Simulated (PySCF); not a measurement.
# Electron affinity of O by level of theory

O⁻ [He] 2s2 2p5 (2P) → O [He] 2s2 2p4 (3P), as a difference of total energies. Computed with PySCF 2.14 in aug-cc-pVTZ-DK (5s4p3d2f, 46 functions), with the spin-free X2C one-electron Hamiltonian (Gaussian nucleus). Correlated levels: valence: 1s2 frozen. The calculations carry no spin-orbit coupling.

| method | electron affinity (eV) |
| --- | --- |
| UHF | -0.573 |
| MP2 (valence) | 1.410 |
| SCS-MP2 (valence) | 1.375 |
| CCSD (valence) | 1.178 |
| CCSD(T) (valence) | 1.325 |

Errors of the correlated levels include the incompleteness of this basis and the frozen core.

A negative affinity means that the anion lies above the atom at that level of theory.

For comparison: 1.461 eV (measured; photodetachment measurements, as compiled on the Wikipedia data page of electron affinities).
